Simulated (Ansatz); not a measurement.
`[OH][AlH][Cl]` + H₂S → `[OH][AlH][SH]` + HCl at 500 K and 1 bar (ligand exchange at the Al–Cl bond).

Computed with Ansatz on PBE0-D4/def2-TZVP structures; ΔE is electronic, products minus reactants. CCSD(T)/CBS adds triple-zeta CCSD(T) − MP2 to the extrapolated MP2 energy (def2 sets, frozen cores). This one scheme is used for every species. One conformer a species, not always the lowest.

```
        species  CCSD(T)/CBS energy (Eh)  H − E (kJ/mol)  S (J/(mol·K))
`[OH][AlH][Cl]`               -778.29577            87.7          327.6
            H₂S               -398.97279            57.0          224.0
`[OH][AlH][SH]`               -716.86665           113.1          346.6
            HCl               -460.38127            32.5          201.9
```

H − E and S are ideal-gas, rigid-rotor, harmonic terms from PBE0-D4/def2-TZVP, for one conformer and one mirror image of each species. 1 Eh = 2625.50 kJ/mol, R = 8.31446 J/(mol·K).

By hand: ΔE, ΔH, ΔS and ΔG.

ΔE = (-716.86665) + (-460.38127) − (-778.29577) − (-398.97279) = 0.02064 Eh = 54.2 kJ/mol. Δ(H − E) = 113.1 + 32.5 − 87.7 − 57.0 = 0.9, so ΔH = 55.1 kJ/mol. ΔS = 346.6 + 201.9 − 327.6 − 224.0 = -3.1 J/(mol·K). ΔG = 55.1 − 500 × (-3.1)/1000 = 56.6 kJ/mol.

By hand: the equilibrium constant, and the temperature at which ΔG would vanish if ΔH and ΔS stayed fixed.

log₁₀ K = −ΔG/(RT ln 10) = -5.9. ΔH and −TΔS have one sign here, so there is no such temperature.

The number of gas molecules stays the same, so ΔS is small and ΔH decides. A doubt of 5 kJ/mol in ΔE shifts log₁₀ K by 0.5 here. Other conformers and mirror images would add mixing entropy, several J/(mol·K) or more a flexible species. These are equilibria of isolated gas molecules and say nothing of rates. Largest T1 diagnostic: 0.012 (customary marks: 0.02 for closed shells, 0.045 for open ones).

ΔS is within the doubt of such terms, so its sign, and with it that verdict, could turn.
